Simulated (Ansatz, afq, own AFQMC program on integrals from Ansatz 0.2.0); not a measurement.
# Fe⁺, sextet in def2-TZVPP, levels against CCSDT(Q)

A free Fe cation.

Basis def2-TZVPP. Only valence electrons are correlated. AFQMC by an in-house program on the Cholesky factors that Ansatz 0.2.0 writes for its CCSD(T) run. The CISD trial takes its coefficients from CCSD amplitudes. Released means that phaseless walkers are propagated on without the constraint, phases kept. Uncertainties: one standard error, sampling alone. The metal's outer-core s and p shells are frozen, which shifts wave-function levels against functionals.

Determinant: UHF, the one that the program's search chose, which needn't be the lowest solution.

No full CI on the walks' own integrals is used here; CCSDT(Q) serves as the reference and is uncertain by about the last step of the cluster series.

Cautions: no relativity below Rb; outer-core shells of the metal frozen.

The T1 diagnostic is 0.0096 and the weight of the determinant in the CISD state is 0.971. The ⟨S²⟩ of the determinant is 8.753 and the size of the correlated space is 7 electrons in 55 orbitals.

Reference: CCSDT(Q), correlation energy -4.002 eV. The released energy is read at 1.50 1/Eh (meV from the phaseless value at times in 1/Eh: -2.7 ± 0.7 at 0.24, -3.5 ± 0.9 at 0.50, -3.2 ± 0.9 at 1.00, -5.1 ± 1.1 at 1.50).

```json
{"level": "HF", "E − E(reference) (kJ/mol)": "386.2", "share of correlation (%)": "0.00"}
{"level": "MP2", "E − E(reference) (kJ/mol)": "17.9", "share of correlation (%)": "95.36"}
{"level": "CCSD", "E − E(reference) (kJ/mol)": "7.9", "share of correlation (%)": "97.95"}
{"level": "CCSD(T)", "E − E(reference) (kJ/mol)": "0.4", "share of correlation (%)": "99.88"}
{"level": "CCSDT", "E − E(reference) (kJ/mol)": "0.0", "share of correlation (%)": "99.99"}
{"level": "ph-AFQMC/CISD", "E − E(reference) (kJ/mol)": "0.4 ± 0.08", "share of correlation (%)": "99.89"}
{"level": "released AFQMC", "E − E(reference) (kJ/mol)": "-0.1 ± 0.1", "share of correlation (%)": "100.02"}
```

A walk keeps the symmetry of its determinant, which the program's search chose and which needn't be the lowest solution, so a lower state of the same spin and another symmetry isn't excluded. Released energies are given only where the last usable release times agree within the noise; a slower fall can still hide under it.
